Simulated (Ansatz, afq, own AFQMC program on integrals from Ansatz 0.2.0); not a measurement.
# Atomization energy of CHSi, quartet

```tsv
atom	x (Å)	y (Å)	z (Å)
Si	0.0000	0.0326	0.6172
C	0.0000	-0.1270	-1.2686
H	0.0000	0.6065	-2.0825
```

Connectivity, by distances: Si–CH.

Atoms in their ground-state spins without spin–orbit coupling (mostly on UHF) minus the molecule (UHF), without zero-point energy. The geometry is a stationary point, not shown to be a minimum.

Basis aug-cc-pVDZ. Only valence electrons are correlated. Ansatz 0.2.0 and our own AFQMC program on the same integrals; the CISD trial comes from CCSD amplitudes, and released means the phaseless constraint is let go. Free projection: walkers drawn from exp(T), propagated without any constraint. Its projection time is finite, and what remains of the start isn't in its error. Error bars are statistical, one sigma. The errors of all members are added in quadrature.

No full CI on the walks' own integrals is used here; CCSDT(Q) serves as the reference and is uncertain by about the last step of the cluster series. Each member takes its own surest rung, up to full CI.

The best estimate is CCSD(T) at the basis-set limit (CBS: def2-TZVPP and def2-QZVPP, with their diffuse functions for anions and beside diffuse sets, CCSD(T) itself extrapolated) plus the step from CCSD(T) to CCSDT(Q) in aug-cc-pVDZ. Rows without CBS are in aug-cc-pVDZ, the functionals in def2-TZVP; B2PLYP and the wave-function rows carry a basis error of their own. Core correlation and relativity beyond core potentials are missing, and ± holds the sampling alone.

Cautions: CHSi (quartet): lower spins were not checked, its ph-AFQMC/CISD value lies 19 ± 3 meV above CCSDT(Q).

| level | atomization energy (eV) |
| --- | --- |
| B2PLYP | 6.971 |
| wB97M-V | 7.125 |
| B3LYP | 7.110 |

Q: From these cheaper values, estimate the atomization energy at the level of the best estimate.

A: 7.021 eV (best estimate, highest rung CCSDT(Q)).

```csv
level,atomization energy (eV),error against the best estimate (eV)
HF,5.071,-1.950
MP2,6.347,-0.673
CCSD,6.214,-0.806
CCSD(T),6.310,-0.710
CCSDT,6.327,-0.693
CCSDT(Q),6.336,-0.685
ph-AFQMC/CISD,6.324 ± 0.003,-0.696 ± 0.003
released AFQMC,6.339 ± 0.004,-0.681 ± 0.004
free AFQMC,6.330 ± 0.005,-0.691 ± 0.005
HF/CBS,5.325,-1.696
MP2/CBS,6.967,-0.053
CCSD(T)/CBS,6.996,-0.024
PBE,7.442,0.421
r2SCAN,7.307,0.286
PBE0,7.271,0.250
```

Correlation beyond CCSD(T) adds 0.024 eV. Going to the basis-set limit adds 0.686 eV at CCSD(T). The perturbative (T) step is worth +0.096 eV. The functionals spread over 0.470 eV; B2PLYP and B3LYP come nearest and PBE is 0.421 eV too high.

Best estimates are given only where the step beyond CCSD(T) is under 0.3 eV and no member's determinant is very poor (T1 over 0.05, or 0.07 for open shells, ⟨S²⟩ too high by 0.3, two states mixed), so the hardest cases are missing from such tables.

The functionals ran in a triple-zeta set and keep a basis error of their own, a few kJ/mol for each bond in atomization energies and more for double hybrids, so close places among them and the extrapolated levels can swap.

CCSDT and higher add their correlation energy to the determinant of the CCSD(T) run, since their own runs factorise the integrals more tightly (a shift of under 2 meV). Free projections are given only where their last times agree within the noise and don't stop above the reference; a slow remainder of the start can still hide under it. Each member of a difference takes its own highest rung, so a best estimate needn't equal the limit plus the step of one row. A walk keeps the symmetry of its determinant, which the program's search chose and which needn't be the lowest solution, so a lower state of the same spin and another symmetry isn't excluded. Released energies are given only where the last usable release times agree within the noise; a slower fall can still hide under it.
